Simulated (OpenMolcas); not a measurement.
# triplet SiHCl at 6 levels

Wanted: a comparison of 6 runs (UB3LYP/6-31G*, UBHLYP/cc-pVTZ, UBLYP/cc-pVTZ, UPBE0/cc-pVTZ, UTPSS/cc-pVTZ, ROCCSD(T)/cc-pVTZ) of triplet SiHCl. 

The calculation is run with OpenMolcas 26.06.

## Step 1: The system as given

SiHCl: 3 atoms, total charge 0, spin state triplet. As SMILES of the parent species, `[SiH]Cl`. The coordinates come from a PBE0-D4/def2-TZVP relaxation. That shape belongs to the parent species and isn't relaxed for this state.

Bond lengths: Si1–Cl2 2.077 Å, Si1–H3 1.529 Å. Angles: Cl2–Si1–H3 94.7°.

## Step 2: The energy at UB3LYP/6-31G(d) (Cartesian functions) (run 1)

struct.xyz reads:

```xyz
3

Si    -0.548300     0.570970    -0.233910
Cl     1.275420     0.352820     0.736230
H     -0.727130    -0.923790    -0.502320
```

test.inp reads:

```
* ClHSi Kohn-Sham DFT

&GATEWAY
  BasLib=$CurrDir
  Coord=struct.xyz
  Basis=6-31Gs
  Group=NoSym

&SEWARD
  GridInput
  Grid=UltraFine
  End of Grid

&SCF
  UHF
  Spin=3
  KSDFT=B3LYP
  Thresholds=1e-10 1e-07 1e-07 1e-05
  PrOrbitals=1 2
```

The basis set 6-31G* is read from a file made from the Basis Set Exchange's data (not shown).

The run is started by

```sh
export MOLCAS_MEM=1860
pymolcas test.inp > test.log
```

Output:

```text
--- Start Module: gateway ---
[...]
--- Stop Module: gateway /rc=_RC_ALL_IS_WELL_ ---
--- Start Module: seward ---
[...]
      Basis functions           40
--- Stop Module: seward /rc=_RC_ALL_IS_WELL_ ---
[...]
--- Start Module: scf ---
[...]
       Convergence after  18 Iterations
[...]
::    Total KS-DFT energy                            -750.2181645841
[...]
      Total spin, S                                     1.0009458489
[...]
      Total electronic charge=   32.000000
      Total            charge=   -0.000000
[...]
      Dipole Moment (debye):
      Origin of the operator (angstrom)=    0.4461    0.4281    0.2923
                   X= -1.3844E+00               Y=  2.1054E-01               Z= -7.3132E-01           Total=  1.5798E+00
      Quadrupole Moment (debye*angstrom):
[...]
--- Stop Module: scf /rc=_RC_ALL_IS_WELL_ ---
[...]
```

It took 19 s on 1 thread of AMD EPYC 7R43 (Zen 3), shared host; peak memory 0.37 GiB.

## Step 3: The energy at UBHLYP/cc-pVTZ (run 2)

test.input reads:

```
* ClHSi Kohn-Sham DFT
>>> EXPORT MOLCAS_PRINT=2

&gateway
 baslib = $CurrDir
 coord
 3
 angstrom
 Si      -0.548300       0.570970      -0.233910
 Cl       1.275420       0.352820       0.736230
 H       -0.727130      -0.923790      -0.502320
 basis = cc-pVTZ
 group = NoSym

&seward
 gridinput
 Grid=UltraFine
 End of Grid

&scf
 uhf
 spin = 3
 ksdft = HYB_GGA_XC_BHANDHLYP
 thresholds = 1e-10 1e-07 1e-07 1e-05
 prorbitals = 0
```

The basis set cc-pVTZ is read from a file made from the Basis Set Exchange's data (not shown).

The run is started by

```sh
export MOLCAS_MEM=1860
pymolcas test.input > test.log
```

Output:

```text
--- Start Module: gateway ---
[...]
--- Stop Module: gateway /rc=_RC_ALL_IS_WELL_ ---
--- Start Module: seward ---
[...]
      Basis functions           82
--- Stop Module: seward /rc=_RC_ALL_IS_WELL_ ---
[...]
--- Start Module: scf ---
[...]
       Convergence after  19 Iterations
[...]
::    Total KS-DFT energy                            -750.2541505516
[...]
      Total spin, S                                     1.0022372315
[...]
      Total electronic charge=   32.000000
      Total            charge=   -0.000000
[...]
      Dipole Moment (debye):
      Origin of the operator (angstrom)=    0.4461    0.4281    0.2923
                   X= -1.3292E+00               Y=  3.2022E-01               Z= -6.8867E-01           Total=  1.5309E+00
      Quadrupole Moment (debye*angstrom):
[...]
--- Stop Module: scf /rc=_RC_ALL_IS_WELL_ ---
[...]
```

Wall time 44 s (1 thread of AMD EPYC 7R43 (Zen 3), shared host); peak memory 0.45 GiB.

Run 3 isn't shown in full; the table further down has it.

## Step 4: The energy at UPBE0/cc-pVTZ (run 4)

input.xyz reads:

```xyz
3

Si    -0.548300     0.570970    -0.233910
Cl     1.275420     0.352820     0.736230
H     -0.727130    -0.923790    -0.502320
```

run.inp reads:

```
>>> EXPORT MOLCAS_PRINT=2
&gateway
baslib = $CurrDir
coord = input.xyz
basis = cc-pVTZ
group = NoSym
&seward
gridinput
Grid=UltraFine
End of Grid
&scf
uhf
spin = 3
ksdft = PBE0
thresholds = 1e-10 1e-07 1e-07 1e-05
prorbitals = 1 1
```

The basis set cc-pVTZ is read from a file made from the Basis Set Exchange's data (not shown).

The run is started by

```sh
export MOLCAS_MEM=1860
pymolcas run.inp > run.log
```

Output:

```text
--- Start Module: gateway ---
[...]
--- Stop Module: gateway /rc=_RC_ALL_IS_WELL_ ---
--- Start Module: seward ---
[...]
      Basis functions           82
--- Stop Module: seward /rc=_RC_ALL_IS_WELL_ ---
[...]
--- Start Module: scf ---
[...]
       Convergence after  18 Iterations
[...]
::    Total KS-DFT energy                            -749.9829136123
[...]
      Total spin, S                                     1.0014497537
[...]
      Total electronic charge=   32.000000
      Total            charge=   -0.000000
[...]
      Dipole Moment (debye):
      Origin of the operator (angstrom)=    0.4461    0.4281    0.2923
                   X= -1.1595E+00               Y=  2.3293E-01               Z= -6.0605E-01           Total=  1.3289E+00
      Quadrupole Moment (debye*angstrom):
[...]
--- Stop Module: scf /rc=_RC_ALL_IS_WELL_ ---
[...]
```

Run time: 43 s. Hardware: 1 thread of AMD EPYC 7R43 (Zen 3), shared host; peak memory 0.45 GiB.

Run 5 isn't shown in full; the table further down has it.

## Step 5: The energy at ROCCSD(T)/cc-pVTZ (run 6)

mol.xyz reads:

```xyz
3

Si    -0.548300     0.570970    -0.233910
Cl     1.275420     0.352820     0.736230
H     -0.727130    -0.923790    -0.502320
```

mol.input reads:

```
&GATEWAY
BASLIB = $CurrDir
COORD = mol.xyz
BASIS = cc-pVTZ
GROUP = NoSym
&SEWARD
&SCF
UHF
SPIN = 3
THRESHOLDS = 1e-10 1e-07 1e-07 1e-05
PRORBITALS = 1 1
&RASSCF
FILEORB = $Project.UnaOrb
SPIN = 3
NACTEL = 2 0 0
INACTIVE = 15
RAS2 = 2
OUTORBITALS = Canonical
ORBLISTING = Nothing
&MOTRA
JOBIPH
FROZEN = 10
&CCSDT
CCT
TRIPLES = 3
ITERATIONS = 80
ACCURACY = 1e-08
EXTRAPOLATION = 5 4
```

The basis set cc-pVTZ is read from a file made from the Basis Set Exchange's data (not shown).

The run is started by

```sh
export MOLCAS_MEM=1860
pymolcas mol.input > mol.log
```

Output:

```text
--- Start Module: gateway ---
[...]
--- Stop Module: gateway /rc=_RC_ALL_IS_WELL_ ---
[...]
      Basis functions           82
[...]
       Convergence after  20 Iterations
[...]
::    Total SCF energy                               -749.0031326129
[...]
      Total spin, S                                     1.0028241624
[...]
      Number of active orbitals                  2
[...]
      Spin quantum number                      1.0
[...]
      Active orbitals                            2
[...]
      Number of CSFs                             1
[...]
      Number of root(s) required                 1
[...]
      Convergence after  9 iterations
[...]
      printout of CI-coefficients larger than  0.05 for root  1
      energy=    -749.000683
      conf/sym  11     Coeff  Weight
             1  uu   1.00000 1.00000
      Natural orbitals and occupation numbers for root  1
      sym 1:   1.000000   1.000000
      ************************************************************************************************************************
      *                                                    Final results                                                     *
[...]
::    RASSCF root number  1 Total energy:   -749.00068319
[...]
      Total electronic charge=   32.000000
      Total            charge=   -0.000000
[...]
      Dipole Moment (debye):
      Origin of the operator (angstrom)=    0.4461    0.4281    0.2923
                   X= -1.6061E+00               Y=  5.3537E-01               Z= -8.1512E-01           Total=  1.8790E+00
      Quadrupole Moment (debye*angstrom):
[...]
--- Start Module: motra ---
[...]
      *** WARNING: Default frozen orbitals is overwritten by user input.
      *** Default values:   7
[...]
--- Stop Module: motra /rc=_RC_ALL_IS_WELL_ ---
[...]
--- Start Module: ccsdt ---
[...]
      Convergence after                    21  Iterations
      Total energy (diff) :    -749.30135402      -0.00000000
[...]
 METHOD                       : CCSD+T(CCSD)+<T3(1)WT1>+<T3(1)UT2> = CCSD(T)
[...]
       CCSD     =      -749.3013540170085
[...]
--- Stop Module: ccsdt /rc=_RC_ALL_IS_WELL_ ---
[...]
```

It took 42 s on 1 thread of AMD EPYC 7R43 (Zen 3), shared host; peak memory 0.45 GiB.

## Step 6: All runs side by side

```
run                                level  Cartesian functions  integration grid  energy (Eh)  dipole moment (D)  HOMO energy (eV)   ⟨S²⟩  wall time
  1  UB3LYP/6-31G* (Cartesian functions)                  yes         UltraFine  -750.218165               1.58             -5.21  2.003       19 s
  2                       UBHLYP/cc-pVTZ                   no         UltraFine  -750.254151               1.53             -6.38  2.007       44 s
  3                        UBLYP/cc-pVTZ                   no         UltraFine  -750.250319               1.05             -4.15  2.003       44 s
  4                        UPBE0/cc-pVTZ                   no         UltraFine  -749.982914               1.33             -5.57  2.004       43 s
  5                        UTPSS/cc-pVTZ                   no         UltraFine  -750.302358               1.19             -4.61  2.004       62 s
  6                    ROCCSD(T)/cc-pVTZ                   no                 –  -749.314023                  –                 –      –       42 s
```

## Step 7: Summary of results

```
             quantity          value
  run 6: total energy  -749.31402 Eh
run 6: (T) correction     -12.67 mEh
```

In words: Over runs 1, 2, 3, 4, 5 the dipole moment (its size) runs from 1.05 D (UBLYP/cc-pVTZ) to 1.58 D (UB3LYP/6-31G*). The two ends differ in method and basis. Totals of different functionals can't be ranked against each other. All runs together took 4.2 min, the longest 62 s.
